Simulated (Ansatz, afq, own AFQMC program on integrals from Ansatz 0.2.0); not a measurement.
# BH, singlet → BH, triplet

```xyz
2

B     0.0000    0.0000    0.0000
H     0.0000    0.0000    1.2410
```

E(triplet, charge +0) − E(singlet, charge +0) at this geometry, on RHF and UHF determinants.

Basis cc-pVTZ. Noble-gas cores (and the filled d shells of Ga–Kr and In–Xe) are frozen. Ansatz 0.2.0 and our own AFQMC program on the same integrals; the CISD trial comes from CCSD amplitudes, and released means the phaseless constraint is let go. Error bars are statistical, one sigma. The errors of all members are added in quadrature.

Full CI on the same integrals is exact in this basis and with this determinant's frozen core.

The best estimate is CCSD(T) at the basis-set limit (CBS: def2-TZVPP and def2-QZVPP, with their diffuse functions for anions and beside diffuse sets, CCSD(T) itself extrapolated) plus the step from CCSD(T) to full CI in cc-pVTZ. Rows without CBS are in cc-pVTZ; B2PLYP and the wave-function rows carry a basis error of their own. Core correlation and relativity beyond core potentials are missing, and ± holds the sampling alone.

Cautions: BH (singlet): restricted determinant unstable towards unrestricted (UHF 176 meV lower, ⟨S²⟩ 0.48); BH (triplet): another spin lies lower.

Best estimate: 1.354 eV.

```json
{"level": "HF", "vertical spin gap (eV)": "0.402", "error against the best estimate (eV)": "-0.952"}
{"level": "MP2", "vertical spin gap (eV)": "1.028", "error against the best estimate (eV)": "-0.326"}
{"level": "CCSD", "vertical spin gap (eV)": "1.323", "error against the best estimate (eV)": "-0.031"}
{"level": "CCSD(T)", "vertical spin gap (eV)": "1.339", "error against the best estimate (eV)": "-0.015"}
{"level": "CCSDT", "vertical spin gap (eV)": "1.339", "error against the best estimate (eV)": "-0.015"}
{"level": "CCSDT(Q)", "vertical spin gap (eV)": "1.341", "error against the best estimate (eV)": "-0.013"}
{"level": "ph-AFQMC/CISD", "vertical spin gap (eV)": "1.338 ± 0.002", "error against the best estimate (eV)": "-0.017 ± 0.002"}
{"level": "released AFQMC", "vertical spin gap (eV)": "1.339 ± 0.001", "error against the best estimate (eV)": "-0.015 ± 0.001"}
{"level": "FCI", "vertical spin gap (eV)": "1.341", "error against the best estimate (eV)": "-0.013"}
{"level": "HF/CBS", "vertical spin gap (eV)": "0.401", "error against the best estimate (eV)": "-0.953"}
{"level": "MP2/CBS", "vertical spin gap (eV)": "1.083", "error against the best estimate (eV)": "-0.271"}
{"level": "CCSD(T)/CBS", "vertical spin gap (eV)": "1.352", "error against the best estimate (eV)": "-0.002"}
{"level": "B3LYP", "vertical spin gap (eV)": "1.156", "error against the best estimate (eV)": "-0.198"}
{"level": "wB97M-V", "vertical spin gap (eV)": "1.377", "error against the best estimate (eV)": "0.023"}
```

Correlation beyond CCSD(T) changes it by less than 2 meV. Going to the basis-set limit adds 0.013 eV at CCSD(T). The perturbative (T) step is worth +0.016 eV.

Best estimates are given only where the step beyond CCSD(T) is under 0.3 eV and no member's determinant is very poor (T1 over 0.05, or 0.07 for open shells, ⟨S²⟩ too high by 0.3, two states mixed), so the hardest cases are missing from such tables.

The functionals ran in a triple-zeta set and keep a basis error of their own, a few kJ/mol for each bond in atomization energies and more for double hybrids, so close places among them and the extrapolated levels can swap.

CCSDT and higher add their correlation energy to the determinant of the CCSD(T) run, since their own runs factorise the integrals more tightly (a shift of under 2 meV). Each member of a difference takes its own highest rung, so a best estimate needn't equal the limit plus the step of one row. A walk keeps the symmetry of its determinant, which the program's search chose and which needn't be the lowest solution, so a lower state of the same spin and another symmetry isn't excluded. Released energies are given only where the last usable release times agree within the noise; a slower fall can still hide under it.
